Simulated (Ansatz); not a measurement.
In (model structure, started from the beta-W type, Pm-3n, No. 223, 8 atoms in the cell): lattice parameter a by level of theory

No measured value is used here.

**Question.** Put these levels in order of the lattice parameter a that they give for In (model structure, started from the beta-W type, Pm-3n, No. 223, 8 atoms in the cell), smallest first: PBE (Ansatz, a quantum-chemistry and plane-wave program), PBE-D3(BJ) (Ansatz), PBEsol (Ansatz).

**Answer.** PBEsol (5.942 Å), PBE-D3(BJ) (5.983 Å), PBE (6.089 Å)

Ansatz's density-functional and Hartree–Fock values are scalar-relativistic unless marked +SOC, with PAW data made under PBE.

A model structure was made by putting elements into a prototype or built by hand; it is no filed structure, need not be a known phase, and can be a saddle point held by its symmetry.
